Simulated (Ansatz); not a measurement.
Basis-set extrapolation for CF$_{3}$S, SMILES `FC(F)(F)[S]` radical (PBE0-D4/def2-TZVP geometry, frozen core, the Gaussian-basis code of Ansatz). Multiplicity 2, UHF reference.

```tsv
	def2-TZVPP	def2-QZVPP
HF	-733.847684	-733.873246
MP2 correlation	-1.037398	-1.134582
CCSD(T) correlation	-1.094448	not run
```

Energies in hartree. Use E(X) = E(∞) + A·exp(−7.88·√X) for Hartree–Fock and E(X) = E(∞) + B·X^(−2.97) for correlation, with X = 3 and 4, and add CCSD(T) minus MP2 of the smaller set to the MP2 limit.

Question: What is the CCSD(T) energy at the basis-set limit?

Answer: HF limit: -733.873246 + (-0.025562) × 0.13774 = -733.87677. MP2 limit: -1.134582 + (-0.097184) × 0.74074 = -1.20657. Higher-order term: -1.094448 − (-1.037398) = -0.05705. Total: -735.14039 hartree, 520.5 kJ/mol below CCSD(T)/def2-TZVPP.
